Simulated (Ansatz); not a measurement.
A calculation with Ansatz (development build ahead of 0.2.0).

```yaml
crystal:
  periodic: [false, false, false]
  atoms:
    - { symbol: C, position_ang: [-0.0825, -0.04956, -0.4961] }
    - { symbol: C, position_ang: [-0.06361, -0.03523, 0.83952] }
    - { symbol: H, position_ang: [-0.07383, -0.97064, -0.98144] }
    - { symbol: H, position_ang: [-0.0045, 0.95308, -1.03834] }
basis:
  gaussian: { orbitals: cc-pVDZ }
hamiltonian:
  xc: hf
correlation:
  method: mp2
  frozen_orbitals: { C: 1, H: 0 }
```

The input is written out in the form of the current development build from the run's settings.

Results

```
Converged                       : yes
Reference energy                : -76.76762 hartree
Correlation energy              : -0.23190 hartree
Total energy                    : -76.99953 hartree
Spin squared of the determinant : 0.000
```
